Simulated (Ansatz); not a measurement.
Geometry optimisation, Ansatz 0.2.0, RKS PBE0-D4/6-31G*.

input.yaml

```yaml
crystal:
  periodic: [false, false, false]
  atoms:
    - { symbol: C, position_ang: [-0.76858, 0.67522, -1.06398] }
    - { symbol: "N", position_ang: [0.28213, 0.29861, -0.47555] }
    - { symbol: Si, position_ang: [0.42844, -0.70087, 1.1075] }
    - { symbol: H, position_ang: [-1.7346, 0.41663, -0.64818] }
    - { symbol: H, position_ang: [-0.7545, 1.25411, -1.98195] }
    - { symbol: H, position_ang: [1.17043, 0.56267, -0.90178] }
    - { symbol: H, position_ang: [-0.96885, -0.91793, 1.45651] }
    - { symbol: H, position_ang: [1.17428, 0.25505, 1.91562] }
    - { symbol: H, position_ang: [1.17126, -1.84348, 0.59182] }
total_charge: 1
basis:
  gaussian: { orbitals: "6-31G*" }
hamiltonian:
  xc: pbe0
  dispersion: d4
relax:
  f_tol: 0.015
  max_steps: 40
```

Launched with:

```bash
$ ansatz run input.yaml --threads 1 --pin off --max-ram 2048MiB --backend cpu --events-out ev --progress --plain --runs-dir out
```

Problem. Where does it end, and by what steps?

Solution. The run converged. Limits of this set-up: the dipole of an ion depends on the origin. After 6 steps the energy has fallen by 0.048 eV; H8 moved furthest, 0.08 Å.

```tsv
step	energy less start (eV)	largest force component (eV/Å)	accepted
0	0.0000	0.959	yes
1	-0.0424	0.344	yes
2	-0.0468	0.100	yes
3	-0.0482	0.043	yes
4	-0.0484	0.037	yes
5	-0.0484	0.032	yes
6	-0.0485	0.012	yes
```

```xyz
9
Properties=species:S:1:pos:R:3
C -0.787 0.679 -1.071
N 0.295 0.312 -0.496
Si 0.442 -0.685 1.083
H -1.746 0.406 -0.634
H -0.763 1.260 -1.992
H 1.162 0.600 -0.956
H -0.976 -0.900 1.430
H 1.190 0.214 1.981
H 1.183 -1.886 0.655
```

Whether the end is a true minimum wasn't checked by a vibrational analysis.

The run took 12 s on 1 thread of Intel(R) Xeon(R) Platinum 8559C (Emerald Rapids), with other jobs on the host, peak memory 0.16 GiB.
